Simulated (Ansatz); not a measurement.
# CH₂Mg (triplet): the correlation ladder at distance C1–Mg2 = 3.747 Å, 6-31G

Aim: climb from Hartree-Fock through coupled cluster and multireference methods for CH₂Mg (triplet) at one geometry and basis, and see what each rung misses.

The runs use Ansatz 0.2.0, Gaussian basis; 6-31G, core rule «outside noble gas», up to 6 orbitals frozen.

Plan: UHF; CCSD(T) on ROHF; CCSD(T) on UHF; BCCD(T) on ROHF; CISD as a restricted active space (open shells left free, so some higher excitations enter); CCSDT(Q) on ROHF; CCSDT(Q) on UHF; CISDTQ; CASSCF and MRCISD+Q, 4 electrons in 4 orbitals; CASSCF and NEVPT2, 4 electrons in 4 orbitals; Full CI.

32 further runs of the same task are left out: 16 for a known fault of the program, 13 that didn't finish, 3 set aside as unsound or not needed. Runs told in other sessions of the task aren't counted.

## 1. The geometry

The geometry derives from a PBE0/def2-TZVP stationary point (not a proven minimum). One bond is set to the value named and the two fragments are kept rigid.

4 atoms, charge 0, spin multiplicity 3.

Atoms are counted from 1 here; the program's logs count them from 0.

Bond lengths: C1–H3 1.089 Å, Mg2–H4 1.696 Å.

## 2. UHF

The input, in.yaml:

```yaml
crystal:
  periodic: [false, false, false]
  atoms:
    - {symbol: C, position_ang: [0.000000, 0.000000, 2.025415]}
    - {symbol: Mg, position_ang: [0.000000, 0.000000, -1.721586]}
    - {symbol: H, position_ang: [0.000000, 0.000000, 3.114199]}
    - {symbol: H, position_ang: [0.000000, 0.000000, -3.418028]}
basis:
  gaussian: {orbitals: 6-31G}
magnetization: {spin_polarized: true, initial_magnetization: 2}
hamiltonian: {xc: hf}
output: {orbitals: {seedname: orbitals}}
```

On the command line:

```bash
$ ansatz run in.yaml --threads 1 --pin off --events-out ev --progress --plain --max-ram 2393MiB
```

After this run come: CCSD(T) on ROHF; CCSD(T) on UHF; BCCD(T) on ROHF; CISD as a restricted active space (open shells left free, so some higher excitations enter); CCSDT(Q) on ROHF; CCSDT(Q) on UHF; CISDTQ; CASSCF and MRCISD+Q, 4 electrons in 4 orbitals; CASSCF and NEVPT2, 4 electrons in 4 orbitals; Full CI.

Q: Predict the results of all the runs planned. Wanted: FCI from the RHF energy; RMP2 from FCI; UMP2 from FCI; RCCSD from FCI; RCCSD(T) from FCI; UCCSD(T) from FCI; RCCSDT(Q) from FCI; UCCSDT(Q) from FCI; NEVPT2 pair from FCI.

As calculated:

```
                         quantity                                                                  value
          FCI from the ROHF energy                                                             -2.9154 eV
                    RMP2 from FCI                                                            +1605.3 meV
                    UMP2 from FCI                                                             +721.3 meV
                   RCCSD from FCI                                                             +175.7 meV
                RCCSD(T) from FCI                                                              +36.9 meV
                UCCSD(T) from FCI                                                              +57.1 meV
               RCCSDT(Q) from FCI                                                               -0.4 meV
               UCCSDT(Q) from FCI                                                               +0.5 meV
             NEVPT2 pair from FCI                                                             +645.3 meV
           MRCISD+Q pair from FCI                                                              +24.1 meV
levels within 1 kcal/mol (43 meV)  RCCSD(T), RCCSDT, UCCSDT, CISDTQ, RCCSDT(Q), UCCSDT(Q), MRCISD+Q pair
                    T1 diagnostic                                                                  0.174
   effectively unpaired electrons                                                                   3.03
```

**Reading.** RCCSD(T) lands +36.9 meV from the yardstick (1.3 % of the correlation energy). CCSD(T) misses by +36.9 meV on the restricted determinant and by +57.1 meV on the unrestricted one; the two need not hold the same state or core. The occupations show strong static correlation (3.0 unpaired electrons where one determinant has 2). Coupled cluster on one determinant still stays close here. Of the multireference levels listed MRCISD+Q pair comes nearest in total energy (+24.1 meV), which doesn't show that its space is the better one. Coupled cluster took another determinant than the lowest Hartree-Fock one. These misses are within one basis, not against nature; the frozen cores of restricted and unrestricted runs differ, which can shift their rows.

Levels on UHF freeze UHF's core orbitals, full CI those of ROHF, so the U rows can settle a little off it for that reason alone.

With open shells the CI space here admits some higher excitations, so it is larger than plain CISD.
